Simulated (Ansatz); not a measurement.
**Hafnium, hcp: convergence with the k-point mesh**

Computed with Ansatz, PBE, scalar-relativistic PAW, on the relaxed cell (a = 3.205 Å, c = 5.074 Å (c/a = 1.583); spin not included). Errors count from a run at 420 eV on a Γ-centred 19×19×10 mesh with Fermi-Dirac smearing of 0.1 eV, extrapolated to zero width. Fixed here: cutoff 420 eV, Fermi-Dirac width 0.1 eV. The SCF starts from atomic densities corrected by a trained network.

```
 k-mesh  E(σ→0) error (meV/atom)  P (GPa)  SCF iterations
  2×2×1                   -421.7    -1.85               8
  3×3×2                    -28.1    -0.63               6
  4×4×2                     31.6    -0.45               6
  7×7×4                      0.2     0.02               6
  9×9×5                     -1.5    -0.15               6
12×12×7                      0.1    -0.06               7
16×16×9                      0.0    -0.07               7
```

Q: What does the run at 6×6×3 give (k-mesh)?

A: E(σ→0) error (meV/atom): 23.3; P (GPa): 0.48; SCF iterations: 7.

Within 5 meV/atom of the last row: from 7×7×4 on.
